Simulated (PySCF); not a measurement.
Homolysis of single bonds, series SiF3-X. Gas-phase values, no solvent. One relaxed conformer stands for each flexible species; it need not be the lowest. Strings in code marks are SMILES.

These are r2SCAN-D4/def2-TZVP (PySCF) values and carry that method's errors. All candidates: neutral, multiplicity 2. 

```json
{
 "dipole_moment": "1.76 D",
 "highest_occupied_spin_orbital": "-7.57 eV"
}
```

### Question
Name which member has these values.
A) `[OH]`
B) `[Br]`
C) `F[SiH]F`
D) `[CH3]`

### Answer
A, `[OH]`. The others give `[CH3]`: 0.00 D, -5.88 eV; `F[SiH]F`: 1.30 D, -6.08 eV; `[Br]`: 0.00 D, -7.77 eV
